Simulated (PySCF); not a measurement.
# Working with the constants of LiN⁻

UHF-CCSD(T) constants of LiN⁻, ⁴Σ⁻ (quartet), unpaired electrons σ ↑, π ↑↑ (basis Li aug-pcseg-1, N aug-pcseg-1; no relativity; PySCF 2.14; masses 7.0160 and 14.0031 u):

| Property | Result |
| --- | --- |
| ωe | 532.2 cm⁻¹ |
| ωexe | 5.98 cm⁻¹ |
| Be | 0.93071 cm⁻¹ |
| αe | 0.0184 cm⁻¹ |
| D (centrifugal) | 1.14e-05 cm⁻¹ |
| De to Li⁻ + N | 1.21 eV |

Task: Give the vibrational terms G(v) and spacings up to v = 6.

Result: G(v) = ωe(v+½) − ωexe(v+½)².

```
v  G(v) (cm⁻¹)  G(v) − G(v−1)  Bv (cm⁻¹)
0        264.6                    0.9215
1        784.8          520.2     0.9031
2       1293.1          508.3     0.8847
3       1789.4          496.3     0.8663
4       2273.8          484.4     0.8479
5       2746.2          472.4     0.8295
6       3206.6          460.4     0.8111
```

Task: How well does the Morse estimate ωe²/(4ωexe) reproduce De, and what is D0?

Result: It gives 1.47 eV, 121 % of the computed De. D0 = De − G(0) = 1.21 − 0.03 = 1.18 eV.

Correlated steps freeze 1 core orbital. Correlated levels converge slowly with the basis: in double zeta they bind strong bonds too weakly, by up to about 1 eV, and carry superposition errors of some tenths. For an ion De counts to the pair picked by the measured ionisation energies or electron affinities, which need not be the lowest pair at this level. The state is the lowest determinant that a PBE0 search found; another state may lie lower at other levels.
